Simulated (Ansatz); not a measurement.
C3H3N, SMILES `C[C]C#N` (excited singlet) (charge 0, multiplicity 1). This singlet is an excited state, 0.56 eV above the relaxed triplet at the level B3LYP/cc-pVTZ // B3LYP-D3(BJ)/def2-TZVP (Ansatz, a quantum-chemistry and plane-wave program).

The numbers are results of Ansatz with r2SCAN0/cc-pVTZ // B3LYP-D3(BJ)/def2-TZVP, not measurements.

Ansatz 0.2 input:
```yaml
crystal:
  periodic: [false, false, false]
  atoms:
    - { symbol: C, position_ang: [-0.833994, 0.249438, -0.091038] }
    - { symbol: C, position_ang: [0.263427, -0.657705, 0.226228] }
    - { symbol: C, position_ang: [1.48048, -0.449633, -0.387274] }
    - { symbol: N, position_ang: [2.562156, -0.380742, -0.825488] }
    - { symbol: H, position_ang: [-1.272962, -0.269829, -0.968541] }
    - { symbol: H, position_ang: [-0.57896, 1.259668, -0.426325] }
    - { symbol: H, position_ang: [-1.620156, 0.248802, 0.663309] }
basis:
  gaussian: { orbitals: cc-pVTZ }
hamiltonian:
  xc: r2scan0
```

Output:

```
Functional definition: r2SCAN0
877 factors; their error is unknown
mean field evaluation 1: about -4639.5503 eV, gradient 4.5e1 eV
mean field evaluation 2: about -4637.7514 eV, gradient 5.2e1 eV
mean field evaluation 4: about -4643.7668 eV, gradient 2.2e0 eV
mean field evaluation 8: about -4643.7822 eV, gradient 2.7e-2 eV
mean field evaluation 16: about -4643.7770 eV, gradient 7.5e-5 eV
mean field -4643.77702628 eV, -170.6556580506 hartree, gradient 2.8e-5 eV, S^2 0.000000; 0 other end points of the search recorded, 0 dependent functions left out
reference -4643.77703291 eV, -170.6556582942 hartree; 14, 14 occupied and 148, 148 virtual orbitals, 877 factors
Total energy: -4643.77703291 eV, -170.6556582942 hartree
```
